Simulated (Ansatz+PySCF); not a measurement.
The numbers below are computed, except where a source is named.
```yaml
atoms:
  - { symbol: N, position_ang: [0.0000, 0.0000, -1.1096] }
  - { symbol: N, position_ang: [0.0000, 0.0000, 1.1096] }
```

UHF-CCSD(T) on doublet N₂(+) was run in several spherical basis sets with Ansatz (development build ahead of 0.2.0). Frozen core: 2 orbitals. Caution for UHF-CCSD(T): a plain start can end on a higher determinant; another reference gives a lower total; bonds are stretched, where a single reference can fail; the charge can sit on one fragment and break the point group; the determinant breaks the point group; the program doubts this total; the unrestricted determinant is a mixture of spin states; very large amplitudes, the method is breaking down.

Task: Rank the basis sets by the total energy that they give, lowest first, with the distance from the lowest.
A. 6-31G
B. STO-3G
C. cc-pVDZ

Result: C (0.00 eV), A (2.98 eV), B (39.53 eV).

Totals follow the description of the cores as much as that of the bonds, so this order isn't one of quality for chemistry.
